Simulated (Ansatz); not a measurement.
Consider the hydrogenolysis of a C–C bond: `CC(C)(F)C=O` + H₂ → `CC(C)F` + `C=O`.

Program: Ansatz. Geometries: PBE0-D4/def2-TZVP. ΔE: electronic, gas phase. CCSD(T)/CBS is the MP2 limit (def2-TZVPP, def2-QZVPP) plus CCSD(T) − MP2 in def2-TZVPP, frozen cores. This one scheme is used for every species. Functionals use def2-TZVPP. HSE06 is defined as in plane-wave codes. Each species was taken in one conformer, which may not be the lowest.

`CC(C)(F)C=O`:

Cartesian coordinates in Å:
```
C -0.710 0.559 1.076
C 0.053 -0.344 0.130
C 1.308 0.294 -0.424
F 0.414 -1.500 0.821
C -0.853 -0.792 -1.006
O -1.333 -0.037 -1.801
H -1.070 1.435 0.535
H -0.055 0.880 1.888
H -1.566 0.034 1.502
H 1.040 1.155 -1.038
H 1.860 -0.417 -1.041
H 1.950 0.620 0.396
H -1.036 -1.887 -1.038
```

H₂:

```xyz
2

H    -0.229    0.294    0.021
H     0.229   -0.294   -0.021
```

`CC(C)F`:

Z-matrix (Å, degrees):
```
C
C 1 1.508
H 1 1.091 2 110.6
H 1 1.092 2 110.3 3 119.9
H 1 1.092 2 110.4 3 -120.2
C 2 1.508 1 113.9 3 177.3
F 2 1.396 1 108.3 3 56.9
H 2 1.096 1 110.1 3 -58.5
H 6 1.091 2 110.6 1 -177.3
H 6 1.092 2 110.4 1 -57.1
H 6 1.092 2 110.3 1 62.8
```

`C=O`:

```xyz
4

C    -0.002    0.002   -0.004
O     0.598   -0.465    0.918
H    -0.435   -0.631   -0.805
H    -0.161    1.094   -0.110
```

```json
{"level": "LDA (SPW92)", "ΔE (kcal/mol)": "-1.5"}
{"level": "PBE0-D4", "ΔE (kcal/mol)": "-5.1"}
{"level": "HSE06-D4", "ΔE (kcal/mol)": "-5.2"}
{"level": "PBE", "ΔE (kcal/mol)": "-5.9"}
{"level": "HF/def2-SVP", "ΔE (kcal/mol)": "-10.6"}
{"level": "MP2/def2-TZVPP", "ΔE (kcal/mol)": "-4.1"}
{"level": "MP2/CBS(def2)", "ΔE (kcal/mol)": "-3.9"}
{"level": "CCSD/CBS(def2)", "ΔE (kcal/mol)": "-6.4"}
```

(1) What does CCSD(T)/CBS give? (Best estimate.)

Largest T1 diagnostic among the species: 0.015.

Answers

(1) Ansatz gave: -5.1 kcal/mol. The listed levels differ from it by 3.6, 0.0, -0.1, -0.8, -5.5, 1.0, 1.2, -1.3 kcal/mol.

In def2-TZVPP, CCSD(T) changes the Hartree–Fock value by +5.7 kcal/mol (the triples alone add +1.4 kcal/mol) and MP2 by +6.9 kcal/mol. Leaving LDA and LC-ωPBE aside and taking each functional with its dispersion term where it has one, the values, not all of them listed here, spread over 3.5 kcal/mol, from B2PLYP to revPBE-D4. LDA lies +4.4 kcal/mol from PBE without D4. From r2SCAN to r2SCAN0 (25 % exact exchange), in def2-TZVPP and without D4, ΔE moves by −1.0 kcal/mol.
